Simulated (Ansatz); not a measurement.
Calculated with Ansatz (gas phase, PBE0-D4/def2-TZVP geometries, no zero-point term in ΔE). CCSD(T)/CBS adds triple-zeta CCSD(T) − MP2 to the extrapolated MP2 energy (def2 sets, frozen cores). This one scheme is used for every species. Functionals use def2-TZVPP. Each species was taken in one conformer, which may not be the lowest.

Reaction (formal loss of a carbene): `OCC(O)(F)F` → `F[C]F` + `OCO`

| species | B2PLYP energy (Eh) |
| --- | --- |
| `OCC(O)(F)F` | -428.68117 |
| `F[C]F` | -237.67090 |
| `OCO` | -190.90263 |

(1) Work out ΔE.

Largest T1 diagnostic among the species: 0.017.

Answers

(1) ΔE = (-237.67090) + (-190.90263) − (-428.68117) = 0.10764 Eh = +282.6 kJ/mol. CCSD(T)/CBS gives +290.1 kJ/mol.

In def2-TZVPP, CCSD(T) changes the Hartree–Fock value by +22.8 kJ/mol (the triples alone add −0.6 kJ/mol) and MP2 by +42.3 kJ/mol. From PBE to PBE0 (25 % exact exchange), in def2-TZVPP and without D4, ΔE moves by +18.8 kJ/mol. The D4 term adds +11.6 kJ/mol with B3LYP and +6.2 kJ/mol with PBE0; it sums over pairs of atoms, weighted by their polarisabilities, and B3LYP, whose exchange is more repulsive, gets the larger term.

B3LYP here is the variant with VWN-RPA as its local correlation; programs differ in this.
